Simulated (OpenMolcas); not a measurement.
**CH3F (fluoromethane): levels of theory compared**

Wanted: a comparison of 6 runs (B2PLYP/STO-3G, M06-2X/STO-3G, PBE0/STO-3G, SVWN5/STO-3G, UB3LYP/STO-3G, MP2/STO-3G) of CH3F (fluoromethane). 

The results are computed with OpenMolcas 26.06.

3 further runs of the same task are left out: 1 for a known fault of the program, 2 set aside as unsound or not needed.

## 1. The system as given

CH3F: 5 atoms, total charge 0, spin state singlet. As SMILES, `CF`. The C1–H4 distance was set to 1.639 Å, away from the relaxed value. At this shape a bond of the SMILES string is far longer than usual.

Bond lengths: C1–F2 1.376 Å, C1–H3 1.092 Å, C1–H5 1.092 Å. Angles: F2–C1–H3 109.1°, F2–C1–H5 109.1°, H3–C1–H5 109.9°. A long bond or contact: C1–H4 1.639 Å.

## 2. The energy at B2PLYP/STO-3G (run 1)

The input, run.inp:

```
&gateway
  baslib=$CurrDir
  coord
  5
  angstrom
  C       -0.023650      -0.348651       0.397701
  F        1.121150      -1.092051       0.221301
  H       -0.891650      -1.008451       0.331901
  H       -0.104800       0.796000      -0.772000
  H        0.007250       0.126949       1.380601
  basis=STO-3G
  group=NoSym

&seward
  gridinput
  Grid=UltraFine
  End of Grid

&scf
  ksdft=B2PLYP_SCF
  thresholds=1e-10 1e-07 1e-07 1e-05
  prorbitals=1 1

&mbpt2
  frozen=2
```

The basis set STO-3G is read from a file made from the Basis Set Exchange's data (not shown).

On the command line:

```console
$ export MOLCAS_MEM=1860
$ pymolcas run.inp > run.log
```

The program printed:

```text
--- Start Module: gateway ---
[...]
--- Stop Module: gateway /rc=_RC_ALL_IS_WELL_ ---
[...]
      Basis functions           13
[...]
--- Start Module: scf ---
[...]
       Convergence after  11 Iterations
[...]
::    Total KS-DFT energy                            -137.4924030090
[...]
      Total spin, S                                     0.0000000000
[...]
      Total electronic charge=   18.000000
      Total            charge=   -0.000000
[...]
      Dipole Moment (debye):
      Origin of the operator (angstrom)=    0.5884   -0.7353    0.2917
                   X= -7.3088E-01               Y=  2.0763E-01               Z=  4.0164E-01           Total=  8.5943E-01
      Quadrupole Moment (debye*angstrom):
[...]
--- Stop Module: scf /rc=_RC_ALL_IS_WELL_ ---
[...]
--- Start Module: mbpt2 ---
[...]
 ###    WARNING: MP2 implementation intended for RHF references only         ###
 ###############################################################################
MBPT2 WARNING: Reference function according to RunFile:KS-DFT
I'll assume you know what you're doing and continue
WARNING!
Default frozen orbitals as non valence orbitals is overwritten by user input.
Default values:   2
[...]
       Reference weight ( Cref**2 )         =        0.92551
::    Total MBPT2 energy                             -137.6139040633
[...]
      Total MBPT2 calculations                           0.03      0.04
--- Stop Module: mbpt2 /rc=_RC_ALL_IS_WELL_ ---
[...]
```

Run time: 3.3 s. Hardware: 1 thread of Arm Neoverse V2, shared host; peak memory 0.37 GiB.

## 3. The energy at M06-2X/STO-3G (run 2)

The input, run.inp:

```
* CH3F Kohn-Sham DFT

&GATEWAY
  BASLIB
  $CurrDir
  COORD
  5
  angstrom
  C       -0.023650      -0.348651       0.397701
  F        1.121150      -1.092051       0.221301
  H       -0.891650      -1.008451       0.331901
  H       -0.104800       0.796000      -0.772000
  H        0.007250       0.126949       1.380601
  BASIS
  STO-3G
  GROUP
  NoSym

&SEWARD
  GRIDINPUT
  Grid=UltraFine
  End of Grid

&SCF
  KSDFT
  M062X
  THRESHOLDS
  1e-10 1e-07 1e-07 1e-05
  PRORBITALS
  1 1
```

The basis set STO-3G is read from a file made from the Basis Set Exchange's data (not shown).

On the command line:

```console
$ export MOLCAS_MEM=1860
$ pymolcas run.inp > run.log
```

The program printed:

```text
--- Start Module: gateway ---
[...]
--- Stop Module: gateway /rc=_RC_ALL_IS_WELL_ ---
--- Start Module: seward ---
[...]
      Basis functions           13
--- Stop Module: seward /rc=_RC_ALL_IS_WELL_ ---
--- Start Module: scf ---
[...]
       Convergence after  10 Iterations
[...]
::    Total KS-DFT energy                            -137.7066409342
[...]
      Total spin, S                                     0.0000000000
[...]
      Total electronic charge=   18.000000
      Total            charge=   -0.000000
[...]
      Dipole Moment (debye):
      Origin of the operator (angstrom)=    0.5884   -0.7353    0.2917
                   X= -6.7141E-01               Y=  1.8200E-01               Z=  3.7843E-01           Total=  7.9191E-01
      Quadrupole Moment (debye*angstrom):
[...]
--- Stop Module: scf /rc=_RC_ALL_IS_WELL_ ---
[...]
```

It took 3.6 s on 1 thread of Arm Neoverse V2, shared host; peak memory 0.37 GiB.

Runs 3 to 5 aren't shown in full; the table further down has their settings and results.

## 4. The energy at MP2/STO-3G (run 6)

The input, run.input:

```
&GATEWAY
BasLib = $CurrDir
Coord
5
angstrom
C       -0.023650      -0.348651       0.397701
F        1.121150      -1.092051       0.221301
H       -0.891650      -1.008451       0.331901
H       -0.104800       0.796000      -0.772000
H        0.007250       0.126949       1.380601
Basis = STO-3G
Group = NoSym
&SEWARD
&SCF
Thresholds = 1e-10 1e-07 1e-07 1e-05
PrOrbitals = 1 1
&MBPT2
Frozen = 2
```

The basis set STO-3G is read from a file made from the Basis Set Exchange's data (not shown).

On the command line:

```console
$ export MOLCAS_MEM=1860
$ pymolcas run.input > run.log
```

The program printed:

```text
--- Start Module: gateway ---
[...]
--- Stop Module: gateway /rc=_RC_ALL_IS_WELL_ ---
[...]
      Basis functions           13
[...]
--- Start Module: scf ---
[...]
       Convergence after  11 Iterations
[...]
::    Total SCF energy                               -137.0510706559
[...]
      Total spin, S                                     0.0000000000
[...]
      Total electronic charge=   18.000000
      Total            charge=   -0.000000
[...]
      Dipole Moment (debye):
      Origin of the operator (angstrom)=    0.5884   -0.7353    0.2917
                   X= -8.8246E-01               Y=  3.6165E-01               Z=  3.6483E-01           Total=  1.0211E+00
      Quadrupole Moment (debye*angstrom):
[...]
--- Stop Module: scf /rc=_RC_ALL_IS_WELL_ ---
--- Start Module: mbpt2 ---
[...]
WARNING!
Default frozen orbitals as non valence orbitals is overwritten by user input.
Default values:   2
[...]
       Reference weight ( Cref**2 )         =        0.95702
::    Total MBPT2 energy                             -137.1415935700
[...]
      Total MBPT2 calculations                           0.02      0.03
--- Stop Module: mbpt2 /rc=_RC_ALL_IS_WELL_ ---
[...]
```

It took 1.3 s on 1 thread of Arm Neoverse V2, shared host; peak memory 0.37 GiB.

## 5. The series

```csv
run,level,frozen core orbitals,scramble,energy (Eh),dipole moment (D) of the reference,HOMO energy (eV),LUMO energy (eV),wall time
1,B2PLYP/STO-3G,2,–,-137.525208,0.86,-6.95,5.49,3.3 s
2,M06-2X/STO-3G,–,–,-137.706641,0.79,-6.92,5.01,3.6 s
3,PBE0/STO-3G,–,–,-137.586972,0.75,-5.24,3.89,3.3 s
4,SVWN5/STO-3G,–,–,-136.669979,0.66,-3.22,3.00,3 s
5,UB3LYP/STO-3G,–,0.25,-137.711433,0.73,-4.98,3.47,6 s
6,MP2/STO-3G,2,–,-137.141594,1.02,-9.50,8.57,1.3 s
```

## 6. Results

| quantity | value |
| --- | --- |
| run 6: total energy | -137.14159 Eh |
| run 6: dipole moment (mean-field density) | 1.02 D |
| run 6: HOMO energy (Hartree–Fock orbitals) | -9.50 eV |
| run 6: LUMO energy (Hartree–Fock orbitals) | 8.57 eV |
| run 6: HOMO–LUMO gap (Hartree–Fock orbitals) | 18.07 eV |
| run 6: correlation energy (2 core orbitals frozen) | -90.5 mEh |

In words: Over runs 1, 2, 3, 4, 5 the dipole moment (its size) runs from 0.66 D (SVWN5/STO-3G) to 0.86 D (B2PLYP/STO-3G). A double hybrid's value is that of its SCF part. Over runs 1, 2, 3, 4, 5 the HOMO–LUMO gap runs from 6.23 eV (SVWN5/STO-3G) to 12.44 eV (B2PLYP/STO-3G). For B2PLYP the log adds the whole second-order term; the table takes 0.27 of it, as the functional is defined. Totals of different functionals can't be ranked against each other. In runs 1, 2, 3, 4, 5, 6 the basis is minimal, so the values are rough. All runs together took 21 s, the longest 6 s.
